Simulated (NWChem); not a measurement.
Species: SiCl4; SMILES Cl[Si](Cl)(Cl)Cl

```xyz
5

Cl    -1.1518    -1.4185    -0.8972
Si     0.0000     0.0000     0.0000
Cl    -1.1978     1.4207     0.8312
Cl     1.1341    -0.8656     1.4520
Cl     1.2155     0.8634    -1.3860
```
Atoms are numbered in this order, from 1.

Level: PBE0/def2-SVP (NWChem), optimised geometry, unscaled harmonic frequencies. 

| frequency (cm⁻¹) | IR intensity (km/mol) |
|---|---|
| 144 | 0.0 |
| 144 | 0.0 |
| 215 | 7.9 |
| 215 | 7.9 |
| 215 | 7.9 |
| 424 | 0.0 |
| 641 | 190.2 |
| 641 | 190.3 |
| 641 | 190.3 |

```json
{
  "zero_point_energy": "4.7 kcal/mol",
  "thermal correction to the enthalpy at 298.15 K (with zero-point energy)": "9.3 kcal/mol",
  "heat capacity Cv": "19.5 cal/(mol K)",
  "entropy at 298.15 K and 1 atm (symmetry number 12)": "79.2 cal/(mol K)",
  "dipole_moment": "0.00 D"
}
```

Rigid rotor and harmonic oscillator.
